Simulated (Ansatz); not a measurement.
# H4OSi: the cost of one run

Method: PBE0-D4/def2-TZVP structures, single points in def2-TZVPP, no counterpoise correction; program: Ansatz 0.2.0, Gaussian basis.

Levels: SPW92, PBE-D4, BLYP-D4, r2SCAN-D4, B97M-V, PBE0-D4, B3LYP-D4, r2SCAN0-D4, BHLYP-D4, CAM-B3LYP-D4, wB97X-V, wB97M-V, B2PLYP, PBE-QIDH, RPA on PBE, Hartree-Fock, MP2, CCSD, CCSD(T).

Cores are frozen in the correlated methods. Orbitals are unrestricted. B3LYP uses VWN-RPA correlation. B2PLYP carries no dispersion term here.

94 further runs of the same task are left out: 94 set aside as unsound or not needed.

## 1. Where the work starts

The complex: 10 atoms, charge 0, spin multiplicity 2.

Atoms are counted from 1 here; the program's logs count them from 0.

Bond lengths: H1–Si2 1.488 Å, Si2–O3 1.653 Å, Si2–H5 1.480 Å, Si2–H6 1.489 Å, O3–H7 0.958 Å, Si4–H8 1.490 Å, Si4–H9 1.484 Å, Si4–H10 1.486 Å. Angles: H1–Si2–O3 111.7°, H1–Si2–H5 110.2°, H1–Si2–H6 108.2°, O3–Si2–H5 105.9°, O3–Si2–H6 110.9°, H5–Si2–H6 110.0°, Si2–O3–H7 117.8°, H8–Si4–H9 110.7°, H8–Si4–H10 110.2°, H9–Si4–H10 111.7°.

Geometry (Å):

```xyz
10
H7OSi2
H     2.13776   -0.08834    0.58580
Si    1.56631   -0.02196   -0.78613
O     0.17761   -0.90950   -0.91346
Si   -1.63619    0.56812    1.14706
H     1.18861    1.37076   -1.11460
H     2.59745   -0.50969   -1.74249
H     0.22862   -1.84782   -0.72615
H    -2.21521    1.41857    2.22437
H    -2.25249    0.88926   -0.16400
H    -1.79269   -0.86928    1.48969
```

Its parts: SiH₄O holds atoms 1, 2, 3, 5, 6, 7; SiH₃ radical holds atoms 4, 8, 9, 10. Each part counts its atoms afresh in its own runs.

## 2. Relaxing SiH₄O alone

Input file relax-a/in.yaml:

```yaml
crystal:
  periodic: [false, false, false]
  atoms:
    - {symbol: H, position_ang: [2.137763, -0.088340, 0.585801]}
    - {symbol: Si, position_ang: [1.566314, -0.021964, -0.786126]}
    - {symbol: O, position_ang: [0.177614, -0.909504, -0.913458]}
    - {symbol: H, position_ang: [1.188614, 1.370757, -1.114600]}
    - {symbol: H, position_ang: [2.597452, -0.509690, -1.742493]}
    - {symbol: H, position_ang: [0.228621, -1.847823, -0.726151]}
basis:
  gaussian: {orbitals: def2-TZVP}
hamiltonian: {xc: pbe0, dispersion: d4}
relax: {f_tol: 0.005, max_steps: 200}
```

The run is started by

```
$ ansatz run in.yaml --threads 4 --pin off --events-out ev --progress --plain --max-ram 9574MiB
```

**Question.** How long does this run take on 4 threads of Arm Neoverse V1, shared host?

About 2.5 s.
